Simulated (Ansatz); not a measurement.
## Relaxing Hf

Computed with Ansatz 0.2.0, DFT PBEsol, scalar-relativistic, plane waves, PAW. Cutoff 420 eV, Γ-centred k mesh, Gaussian smearing, no spin polarisation in the final step.

Hf was placed on the graphite structure type (P6_3/mmc, No. 194), at a guessed volume.

```
CELL_PARAMETERS angstrom
3.43979 0.00000 0.00000
-1.71989 2.97894 0.00000
0.00000 0.00000 9.36852
ATOMIC_POSITIONS crystal
Hf 0.00000 0.00000 0.25000
Hf 0.00000 0.00000 0.75000
Hf 0.33333 0.66667 0.75000
Hf 0.66667 0.33333 0.25000
```

Cell and atoms relax at zero pressure; the relaxation can't lower the symmetry of the start. After a coarse first stage the cell is made exact in the group found at 0.06 Å.

Energies count from the standard state of Hf at the same level.

Which crystal results?

It keeps P6_3/mmc (No. 194), but not the shape of the type it started on. Conventional cell: a = 4.911 Å, c = 4.872 Å. Hf on Wyckoff site b (2 atoms of the primitive cell) has 2 Hf at 2.44 Å and 3 Hf at 2.84 Å; around Hf on Wyckoff site d (2 atoms of the primitive cell) lie 3 Hf at 2.84 Å.

```
Hf
1.0
     4.91085    0.00000    0.00000
    -2.45542    4.25292    0.00000
     0.00000    0.00000    4.87210
Hf
4
Direct
  0.00000 0.00000 0.25000
  0.00000 0.00000 0.75000
  0.33333 0.66667 0.75000
  0.66667 0.33333 0.25000
```

What are its volume, energy, density and gap?

The volume per atom is 25.44 Å³, the density is 11.65 g/cm³ and the energy over the standard structure is 1.40 eV/atom. The gap on the 12×12×10 mesh is 0 eV (a metal).

The final run used a 12×12×10 mesh on its 4-atom cell and 0.10 eV smearing. For metals, differences of a few meV/atom aren't resolved. Spin–orbit coupling is left out. A structure relaxed within its symmetry needn't be a true minimum.